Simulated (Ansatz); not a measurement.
How far each method lies from UCCSDT(Q) for H2N–O, doublet

Geometry: a PBE0/def2-TZVP stationary point for this spin, not checked as a minimum.

```xyz
4

N     0.0000    0.0000    0.5984
O     0.0000    0.0000   -0.6635
H     0.0000    0.8762    1.1083
H     0.0000   -0.8762    1.1083
```

Basis cc-pVDZ; Ansatz 0.2.0. Only valence electrons are correlated (noble-gas cores frozen), which leaves 13 electrons in 36 orbitals. R marks a restricted (for open shells ROHF) determinant, U an unrestricted one. Active spaces: valence = (13e, 10o) chosen from the atoms' valence shells.

Full CI isn't at hand for all of this; UCCSDT(Q) serves as the reference, and is uncertain by about the last step of the cluster series. The frozen core follows each run's orbitals, which can shift R against U totals by a few meV.

For open shells CISD is restricted-active-space CI with the open shells as a complete middle space.

```
UHF ⟨S²⟩                          : 0.762
T1 diagnostic (RCCSD)             : 0.0262
largest doubles amplitude (RCCSD) : 0.046
T1 diagnostic (UCCSD)             : 0.0212
```

```json
{"level": "RHF", "E − E(UCCSDT(Q)) (kcal/mol)": "231.42", "share of correlation (%)": "0.00", "wall time": "–"}
{"level": "UHF", "E − E(UCCSDT(Q)) (kcal/mol)": "226.95", "share of correlation (%)": "1.93", "wall time": "–"}
{"level": "RMP2", "E − E(UCCSDT(Q)) (kcal/mol)": "17.65", "share of correlation (%)": "92.37", "wall time": "–"}
{"level": "UMP2", "E − E(UCCSDT(Q)) (kcal/mol)": "18.83", "share of correlation (%)": "91.86", "wall time": "–"}
{"level": "CISD", "E − E(UCCSDT(Q)) (kcal/mol)": "22.85", "share of correlation (%)": "90.12", "wall time": "4.7 s"}
{"level": "RCCSD", "E − E(UCCSDT(Q)) (kcal/mol)": "6.17", "share of correlation (%)": "97.34", "wall time": "–"}
{"level": "UCCSD", "E − E(UCCSDT(Q)) (kcal/mol)": "5.98", "share of correlation (%)": "97.42", "wall time": "–"}
{"level": "RCCSD(T)", "E − E(UCCSDT(Q)) (kcal/mol)": "0.90", "share of correlation (%)": "99.61", "wall time": "2.9 s"}
{"level": "UCCSD(T)", "E − E(UCCSDT(Q)) (kcal/mol)": "0.88", "share of correlation (%)": "99.62", "wall time": "2.2 s"}
{"level": "BCCD(T)", "E − E(UCCSDT(Q)) (kcal/mol)": "0.87", "share of correlation (%)": "99.62", "wall time": "4.1 s"}
{"level": "RCCSDT", "E − E(UCCSDT(Q)) (kcal/mol)": "0.65", "share of correlation (%)": "99.72", "wall time": "–"}
{"level": "UCCSDT", "E − E(UCCSDT(Q)) (kcal/mol)": "0.63", "share of correlation (%)": "99.73", "wall time": "–"}
{"level": "RCCSDT(Q)", "E − E(UCCSDT(Q)) (kcal/mol)": "0.01", "share of correlation (%)": "100.00", "wall time": "26 s"}
{"level": "CASSCF (valence space)", "E − E(UCCSDT(Q)) (kcal/mol)": "168.79", "share of correlation (%)": "27.06", "wall time": "–"}
{"level": "NEVPT2 (valence space)", "E − E(UCCSDT(Q)) (kcal/mol)": "25.44", "share of correlation (%)": "89.01", "wall time": "5.5 s"}
{"level": "MRCISD (valence space)", "E − E(UCCSDT(Q)) (kcal/mol)": "11.11", "share of correlation (%)": "95.20", "wall time": "–"}
{"level": "MRCISD+Q (valence space)", "E − E(UCCSDT(Q)) (kcal/mol)": "1.01", "share of correlation (%)": "99.56", "wall time": "10 s"}
```

The correlation energy at UCCSDT(Q), counted from RHF, is -10.035 eV. That run took 22 s on 1 thread of Intel Xeon Platinum 8259CL, shared host.

Times hold each run's SCF and search for its determinant on a shared host, so for small cases they say little of a method's own cost; they ran on 1 thread of Intel Xeon Platinum 8259CL.

Natural occupations of CASSCF (valence space) about the gap: 1.985 1.981 1.978 1.966 1.018 0.036 0.025 0.020; effectively unpaired electrons, Σ n²(2−n)², 1.02.

Atomization energy (electronic, same basis, no zero-point term; atoms at the same level, unrestricted beside the R rows where the molecule is a closed shell, with restricted open-shell steps beyond CCSDT(Q)) at UCCSDT(Q): 995.3 kJ/mol. Errors of other levels:

| level | error (kJ/mol) |
| --- | --- |
| RHF | -409.4 |
| UHF | -410.0 |
| RMP2 | 13.4 |
| UMP2 | 7.4 |
| CISD | -84.2 |
| RCCSD | -20.9 |
| UCCSD | -20.5 |
| RCCSD(T) | -2.5 |
| UCCSD(T) | -2.8 |
| BCCD(T) | -2.4 |
| RCCSDT | -2.2 |
| UCCSDT | -2.4 |
| RCCSDT(Q) | 0.3 |
| CASSCF (valence space) | -147.3 |
| NEVPT2 (valence space) | 6.3 |
| MRCISD (valence space) | -34.4 |
| MRCISD+Q (valence space) | -8.7 |

This basis is far from its limit, so the value isn't to be set against a measured one. Truncated CI isn't size-consistent, which counts against it in atomization.
